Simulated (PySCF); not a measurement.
# Which method gave which barrier?

Saddle point of CH₈OSi, closed shell (SiH₄O ([OH][SiH3]) + CH₄ → CH₆OSi ([CH3][SiH2][OH]) + H₂; bonds formed: Si1–C7, H2–H6; bonds broken: Si1–H2, H6–C7), PBE0-D4/def2-TZVP structure:

```
atom    x (Å)    y (Å)    z (Å)
 Si1  -0.3558   0.5226   0.4868
  H2   0.0171  -0.8250   1.4176
  H3  -0.2653   1.5508  -0.6158
  H4  -1.8008   0.2582   0.6755
  O5   0.5644   1.3210   1.6068
  H6   0.1468  -1.0074   0.3357
  C7   0.1716  -0.8965  -1.0510
  H8   0.8098   2.2012   1.3050
  H9   1.0816  -0.4522  -1.4533
 H10  -0.6783  -0.6875  -1.7003
 H11   0.3091  -1.9851  -1.0071
```

Program: PySCF 2.14 with density fitting (its default auxiliary sets; JK sets also for MP2 and CCSD(T)). Basis: def2-TZVPP, with def2-QZVPP for the basis limit. Cores are frozen in the correlated methods. Extrapolation: Hartree–Fock as exp(−7.88 √X), correlation as X^−2.97. Four methods, as single points on the PBE0-D4 structures, gave these electronic barriers from the start structure: 53.15, 66.89, 72.63, 93.87 kcal/mol.

Question: The methods were, in alphabetical order, HF, MP2, PBE0-D4, SPW92. Which gave which? (Judge from chemistry; the calculation decides.)

Answer: The calculation gives: SPW92 53.15; PBE0-D4 66.89; MP2 72.63; HF 93.87 kcal/mol. For comparison, CCSD(T) at an estimated basis limit (MP2 extrapolated from triple and quadruple zeta, plus CCSD(T) − MP2 in triple zeta) gives 72.58 kcal/mol.

T1 diagnostic: at most 0.012.

Labels in which every atom is bracketed show which atoms are joined, not bond orders.

For scale, one of the runs: CCSD(T)/def2-TZVPP, 216 basis functions, launched by `OMP_NUM_THREADS=4 python run.py`. Time: 2.2 min of wall clock on 4 CPU threads of an AMD EPYC 9R45; the host was shared. Peak host memory: 3 GiB.
